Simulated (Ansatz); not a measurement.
Process, species as SMILES: [O+]#[Si-] (O-Si) + 3 [H][H] (H2) → O (H2O) + [SiH4] (SiH4)
B3LYP-D3(BJ)/def2-TZVP geometries, fixed; electronic energies without zero-point terms.
Largest species:
```
Si
H 1 1.4803
H 1 1.4803 2 109.47
H 1 1.4803 2 109.47 3 -120.00
H 1 1.4803 2 109.47 4 -120.00
```

Basis-set convergence of the energy of full hydrogenation at PBE with Ansatz (a program for electronic structure). Cartesian d functions, on some or all atoms, in 6-31G*, 6-311G**; all else is spherical. The program fits the integrals of some runs and decomposes those of others, by size. No added dispersion term, no relativity. Functions are those of the species that has most. Reference: the value in pcseg-4, -37.39 kcal/mol, itself unsure by roughly 0.29 kcal/mol (its mean distance from aug-pcseg-3, aug-cc-pV(Q+d)Z, cc-pV(5+d)Z).

```
basis            functions  energy of full hydrogenation (kcal/mol)
---------------  ---------  ---------------------------------------
6-31G                   22                               (withheld)
6-31G*                  34                               (withheld)
pcseg-1                 38                                   -38.13
6-311G**                51                               (withheld)
def2-TZVPD              83                               (withheld)
jun-cc-pV(T+d)Z        104                                   -37.73
pcseg-3                196                                   -37.43
def2-QZVPPD            208                                   -37.65
aug-pcseg-3            285                                   -37.44
```

Q: Fill in the missing entries.

A: 
- 6-31G, energy of full hydrogenation (kcal/mol): -32.45
- 6-31G*, energy of full hydrogenation (kcal/mol): -29.54
- 6-311G**, energy of full hydrogenation (kcal/mol): -36.15
- def2-TZVPD, energy of full hydrogenation (kcal/mol): -36.95
